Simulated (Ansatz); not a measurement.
# Rhodium, fcc: convergence with the k-point mesh

Computed with Ansatz, r²SCAN, scalar-relativistic PAW, on the relaxed cell (a = 3.802 Å; spin not included). Errors count from a run at 500 eV on a Γ-centred 23×23×23 mesh with Fermi-Dirac smearing of 0.1 eV, extrapolated to zero width. Fixed here: cutoff 500 eV, Fermi-Dirac width 0.1 eV. The SCF starts from atomic densities corrected by a trained network.

| k-mesh | E(σ→0) error (meV/atom) | P (GPa) | SCF iterations |
| --- | --- | --- | --- |
| 2×2×2 | 3798.9 | 61.29 | 10 |
| 4×4×4 | -462.3 | -7.76 | 6 |
| 5×5×5 | 147.3 | 2.80 | 6 |
| 7×7×7 | -66.8 | -1.13 | 6 |
| 9×9×9 | 12.0 | 0.12 | 6 |
| 11×11×11 | 6.3 | 0.25 | 6 |
| 15×15×15 | 0.2 | -0.05 | 6 |
| 21×21×21 | 0.3 | -0.02 | 6 |

Within 5 meV/atom of the last row: from 15×15×15 on.
